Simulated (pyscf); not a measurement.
PySCF, gas phase, ωB97X-D3(BJ)/def2-SVP geometries.

Task: `[F][SiH][O][SiH2][F]` [doublet] + `[H][H]` → `[F][SiH2][O][SiH2]` [doublet] + `[FH]`
Surface: doublet. Broken: F–Si, H–H. Formed: H–Si, F–H. Give ΔE‡ and ΔE from ωB97M-D3(BJ)/def2-TZVP, relative to the separated reactants.

Result: ΔE‡ = 227.7 kJ/mol, ΔE = +124.7 kJ/mol. Zero-point energy shifts the barrier by +11.9 kJ/mol. It is a four-centre exchange, with an imaginary mode of 1130i cm⁻¹. On the product side the descent ends in a complex (not fully relaxed), 20.0 kJ/mol under the separated species and 127.0 kJ/mol under the saddle at ωB97X-D3(BJ)/def2-TZVP. One saddle was located; it need not be the lowest between these sides.
